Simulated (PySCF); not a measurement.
Species: phosphaethyne, CHP.
SMILES: `C#P`

The calculation used PBE0-D3(BJ)/def2-SVP geometry optimisation, gas phase in PySCF 2.14.0.

Take the most abundant isotopes and a rigid rotor. 

Task: What are the moment of inertia and the rotational constant?

Result: I = 25.262 u·Å², B = 505379 MHz·u·Å²/I = 20005 MHz (0.6673 cm⁻¹, or 0.960 K as hB/k).

Task: List the first levels of a rigid rotor in a Σ state.

Result: E(J) = BJ(J+1): J = 1: 1.335, J = 2: 4.004, J = 3: 8.008, J = 4: 13.346, J = 5: 20.019, J = 6: 28.027 cm⁻¹.

Task: Where do the first rotational lines fall?

Result: The dipole is 0.51 D; J+1 ← J lies at 2B(J+1): 1 ← 0 at 40.01 GHz, 2 ← 1 at 80.02 GHz, 3 ← 2 at 120.03 GHz, 4 ← 3 at 160.04 GHz, 5 ← 4 at 200.05 GHz, 6 ← 5 at 240.07 GHz.

Task: Estimate the classical rotational partition function at 200 K, 298.15 K and 500 K.

Result: Point group C∞v, symmetry number σ = 1; q = kT/(σhB), k/h = 20836.6 MHz/K: 208 at 200 K, 311 at 298.15 K, 521 at 500 K.

No PBE0-D3(BJ)/def2-SVP frequencies stand behind this structure, so it isn't proved a minimum. Zero-point vibration and centrifugal distortion are left out.

On one thread of an Arm Neoverse V2 (shared host), this took 1.8 s wall and 0.25 GiB of memory at its peak. These figures are those of the optimisation.
